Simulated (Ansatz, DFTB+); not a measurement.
**C3H9N: which of these isomers lies lowest?**

3 of its isomers, all singlets with charge 0: A = trimethylamine `CN(C)C`; B = ethylmethylamine `CCNC`; C = isopropylamine `CC(C)N`.

Shapes, held fixed at every level: PBE0-D4/def2-TZVP. Flexible molecules stand in one conformer, not always the lowest. Programs: Ansatz 0.2.0, DFTB+ 25.1.

Electronic energies in kJ/mol, without zero-point or thermal terms.

```
               level                   kind  B − A  C − A
               DFTB2         semi-empirical  -28.8  -65.8
         HF/def2-SVP           Hartree–Fock  -23.6  -50.5
       HF/def2-TZVPP           Hartree–Fock  -26.3  -57.9
   B2PLYP/def2-TZVPP          double hybrid  -22.8  -58.3
        MP2/def2-SVP    perturbation theory  -19.9  -57.2
       CCSD/def2-SVP  coupled cluster or CI  -20.3  -54.0
  CCSD(T)/def2-TZVPP  coupled cluster or CI  -21.7  -60.8
CCSD(T)/CBS estimate  coupled cluster or CI  -23.2  -63.7
```

The highest level, CCSD(T)/CBS estimate, puts C lowest of these. All levels agree on that. The B − A difference spans -28.8 to -19.9 kJ/mol over the levels. The CBS estimate extrapolates MP2 from def2-TZVPP and def2-QZVPP and adds CCSD(T) − MP2 in the triple-zeta set, cores frozen.
